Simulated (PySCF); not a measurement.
## H2NO: from structure and modes to constants

Method: UPBE0 in PySCF with N def2-TZVP, O def2-TZVP, H def2-TZVP; no relativity; density-fitted integrals.

The doublet minimum has Cs symmetry. Masses (u): N 14.00307, O 15.99492, H 1.00782.

```xyz
4
charge 0 multiplicity 2, angstrom
N    -0.2431   -0.5476    0.0000
O     0.2808    0.6015    0.0000
H    -0.5567   -0.9568   -0.8738
H    -0.5567   -0.9568    0.8738
```

Harmonic wavenumbers (cm⁻¹): 269.8 (a', ×1), 1284.3 (a'', ×1), 1438.6 (a', ×1), 1678.4 (a', ×1), 3443.1 (a', ×1), 3571.6 (a'', ×1).

Find the vibrational entropy and heat capacity at 298.15 K.

With u = 1.43878 ω/T, each mode gives S = R[u/(eᵘ−1) − ln(1−e⁻ᵘ)] and C = R u² eᵘ/(eᵘ−1)².
| ω (cm⁻¹) | u | S (J/(mol K)) | C (J/(mol K)) |
| --- | --- | --- | --- |
| 269.8 | 1.302 | 6.69 | 7.23 |
| 1284.3 | 6.198 | 0.12 | 0.65 |
| 1438.6 | 6.942 | 0.06 | 0.39 |
| 1678.4 | 8.099 | 0.02 | 0.17 |
| 3443.1 | 16.615 | 0.00 | 0.00 |
| 3571.6 | 17.236 | 0.00 | 0.00 |
The sums over all modes are S = 6.9 and C = 8.4 J/(mol K); the softest mode gives 97 % of the entropy.

Give the standard entropy (298.15 K, 1 bar) by its translational, rotational, vibrational and spin parts, and Cp.

Sackur–Tetrode with M = 32.01 u gives 152.1; rotation with symmetry number 1 gives 73.0; vibration 6.9; spin R ln 2 = 5.8. The total is 237.8 J/(mol K), and Cp = 4 R + 8.4 = 41.7 J/(mol K).

Only a few start shapes were tried, so a lower isomer may exist.
